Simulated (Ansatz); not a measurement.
H₂S beside SiH₄O: one fragment in the basis of the whole pair (the partner's atoms are ghosts).

Input (in.yaml):

```yaml
crystal:
  periodic: [false, false, false]
  atoms:
    - {symbol: Si, position_ang: [0.080915, 0.573858, 1.417643]}
    - {symbol: O, position_ang: [0.012043, -0.792822, 0.486604]}
    - {symbol: H, position_ang: [1.466020, 0.833713, 1.893280]}
    - {symbol: H, position_ang: [-0.376475, 1.672940, 0.539496]}
    - {symbol: H, position_ang: [-0.807656, 0.456389, 2.605070]}
    - {symbol: H, position_ang: [0.269245, -1.624673, 0.886382]}
basis:
  gaussian:
    orbitals: STO-3G
    ghost_atoms:
      - {symbol: S, position_ang: [0.273951, -0.317839, -2.985377]}
      - {symbol: H, position_ang: [0.131947, -0.599092, -1.676498]}
      - {symbol: H, position_ang: [-1.049890, -0.202475, -3.166700]}
hamiltonian: {xc: hf}
```

Run by:

```bash
ansatz run in.yaml --threads 4 --pin off --events-out ev --progress --plain --max-ram 9574MiB
```

Output of Ansatz 0.2.0:

```
Functional definition: HF
  name "HF"
  cite "Fock, Z. Phys. 61, 126 (1930) doi:10.1007/BF01340294"
  parent pbe
  exchange = exact_x
  correlation = 0
303 factors; integrals over basis functions are off by at most 2.3e-3 eV
mean field evaluation 1: about -9842.7932 eV, gradient 1.9e1 eV
mean field evaluation 2: about -9842.8268 eV, gradient 1.9e1 eV
mean field evaluation 4: about -9844.1440 eV, gradient 8.7e-1 eV
mean field evaluation 8: about -9844.1474 eV, gradient 1.2e-4 eV
mean field -9844.14737937 eV, -361.7657435891 hartree, gradient 8.3e-6 eV, S^2 0.000000; 0 other end points of the search recorded, 0 dependent functions left out
reference -9844.14737937 eV, -361.7657435891 hartree; 13, 13 occupied and 16, 16 virtual orbitals, 303 factors
Total energy: -9844.14737937 eV, -361.7657435891 hartree
```

The lines “mean field evaluation” count trial sets of orbitals through the whole run, from several starts and some on an approximate energy, so they need not fall steadily or lie above the final value.

Hardware: 4 CPU threads of an Arm Neoverse N1, shared host. Wall time about 0.1 s.
